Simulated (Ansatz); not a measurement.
C6H6, SMILES `CC#CC#CC`. Charge 0, multiplicity 1.

```xyz
12

C    -2.5428    2.1239    0.3858
C    -1.4399    1.2041    0.2187
C    -0.5186    0.4353    0.0790
C     0.5204   -0.4331   -0.0787
C     1.4410   -1.2028   -0.2185
C     2.5424   -2.1244   -0.3859
H    -2.9827    2.0307    1.3824
H    -3.3291    1.9297   -0.3486
H    -2.2124    3.1585    0.2593
H     2.9807   -2.3901    0.5799
H     3.3303   -1.6848   -1.0034
H     2.2107   -3.0469   -0.8701
```

Q: List the harmonic frequencies (cm⁻¹, unscaled) at PBE0-D4/def2-TZVP in Ansatz. (An estimate is asked.)

A: Ansatz gave: 12i, 100, 100, 250, 250, 382, 382, 530, 530, 568, 974, 1036, 1037, 1043, 1043, 1307, 1400, 1411, 1463, 1463, 1464, 1464, 2287, 2393, 3043, 3043, 3112, 3112, 3112, 3112.
